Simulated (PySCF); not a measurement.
Geometry:
| atom | x (Å) | y (Å) | z (Å) |
| --- | --- | --- | --- |
| N1 | 0.019 | 0.434 | 0.012 |
| H2 | -0.788 | -0.240 | -0.030 |
| H3 | 0.775 | -0.296 | -0.028 |

Total charge -1.

Geometry: PBE0-D3(BJ)/def2-SVP; GIAO absolute shieldings from PySCF 2.14, gas phase, non-relativistic, averaged over equivalent atoms.

At PBE0/pcSseg-1 (27 basis functions, 0.5 s wall time on 1 thread of an Intel Xeon 6975P-C, shared host):
| atoms | σ (ppm) |
| --- | --- |
| N1 | 289.0 |
| H2/H3 | 36.98 |

**Question.** What do these become at mPW1PW91/pcSseg-2?

**Answer.** 
```json
{"atoms": "N1", "σ at mPW1PW91/pcSseg-2": "301.9", "change": "+12.9"}
{"atoms": "H2/H3", "σ at mPW1PW91/pcSseg-2": "36.20", "change": "-0.78"}
```

The largest change is at N1 (nitrogen bonded to 2 H). Cost: 64 basis functions, 0.44 s wall time on 1 thread of an Intel Xeon 6975P-C, shared host.
